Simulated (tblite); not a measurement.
C4H6NS (doublet state).
Numbering: `[H]/[N:1]=[C:2]1/[CH2:3][CH2:4][C:5]1[SH:6]` (hydrogens: H7 on N1; H8, H9 on C3; H10, H11 on C4; H12 on S6)

Computed geometry: GFN2-xTB, gas phase. This method treats the open shell by occupation alone, without spin polarisation.

(1) What internal coordinates does the optimisation give?

Answers

(1) 
```csv
bond,length (Å)
N1=C2,1.273
C2–C3,1.516
C3–C4,1.547
C4–C5,1.492
C5–S6,1.720
C2–C5,1.421
N1–H7,1.018
"C3–H8, C3–H9",1.087
"C4–H10, C4–H11",1.091
S6–H12,1.338
```

Bonds in one row agree within 0.01 Å and their mean is given. A selection of angles:
```csv
angle,degrees
C2–N1–H7,114.9
N1–C2–C3,130.5
N1–C2–C5,138.6
C3–C2–C5,90.9
C2–C3–C4,88.1
C2–C3–H8,114.0
C4–C3–H8,115.1
H8–C3–H9,109.5
C3–C4–C5,87.0
C3–C4–H10,115.1
C5–C4–H10,115.0
H10–C4–H11,108.4
C4–C5–S6,131.7
C2–C5–C4,94.0
C2–C5–S6,134.3
C5–S6–H12,94.6
```

Dihedral angles: N1–C2–C3–C4 180° (antiperiplanar); C2–C3–C4–C5 0° (synperiplanar); C3–C4–C5–S6 180° (antiperiplanar); N1–C2–C5–C4 180° (antiperiplanar); H7–N1–C2–C3 180° (antiperiplanar); H12–S6–C5–C4 180° (antiperiplanar).

The C–C distances run from 1.421 Å (C2–C5, drawn single in one of several resonance forms) to 1.547 Å (C3–C4, drawn single), a spread of 0.126 Å. Of the pairs four or more bonds apart, H7···H12 is among the closest relative to their van der Waals radii: 2.45 Å, 102 % of the sum of Bondi's values. The 6 heavy atoms lie in one plane (0.001 Å rms). C5 (carbon bonded to 2 C and S) is planar (angles 134.3°, 131.7° and 94.0°, sum 360.0°, 0.00 Å off the plane of its three neighbours). The 4-membered ring C2–C3–C4–C5 has internal angles of 87.0° to 94.0° (sum 360°, against 360° for a flat polygon); it is planar, 0.00 Å rms from its mean plane, widest ring torsion 0°. C2 (carbon bonded to 2 C and N) is planar (angles 138.6°, 130.5° and 90.9°, sum 360.0°, 0.00 Å off the plane of its three neighbours).

Point group: Cs (tolerance 0.08 Å). Its GFN2-xTB frequencies are all real (lowest 122 cm⁻¹). Torsions: C4–C5–S6–H 180°. 3 starts were optimised and ended at 0.00, 0.86 and 0.86 kcal/mol (GFN2-xTB); the lowest of these is shown.

Time: 0.34 s wall. Hardware: one thread, Arm Neoverse V1 (aarch64), no GPU, shared host with 32 logical CPUs at a one-minute load of 13. That covers the optimisation of the geometry.

One conformer stands for the species.
